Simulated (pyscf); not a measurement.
A first-order saddle from PySCF, ωB97X-D3(BJ)/def2-SVP:

```xyz
7

Ge    -1.3767    -0.2498     0.1114
H     -0.3334     1.0895     0.2156
H     -0.1452    -0.8182    -1.1521
H     -2.5554    -0.4496    -0.8730
H     -1.2715    -1.5847     0.8892
Cl     1.1101     1.5504    -0.5347
H      0.3376    -0.1061    -1.0432
```
Charge 0, spin multiplicity 1.

Surface: singlet, charge 0. Lowest wavenumbers (cm⁻¹): 1293i, 116, 254, 596, 643.

Task: Which two sides does it connect, and which bonds change?

Result: `[GeH4]` + `[ClH]` ⇌ `[GeH2]` [singlet] + `[ClH]` + `[H][H]`, a multi-bond step read from left to right: Ge–H, Ge–H, Cl–H broken and Cl–H, H–H formed. At ωB97M-D3(BJ)/def2-TZVP it lies +56.0 kcal/mol from the left side and +12.8 kcal/mol from the right (each side as separated species at their lowest minima found). On the product side the descent ends in a bound adduct, 10.0 kcal/mol under the separated species and 19.5 kcal/mol under the saddle at ωB97X-D3(BJ)/def2-TZVP. The same reactants have a lower exit, to Cl–GeH₃ + H₂ (barrier +41.6 kcal/mol at ωB97M-D3(BJ)/def2-TZVP, against +56.0 kcal/mol here). This is the saddle that the search found; another between the same sides may lie lower. Elements up to Kr have no core potential and no relativistic terms here.
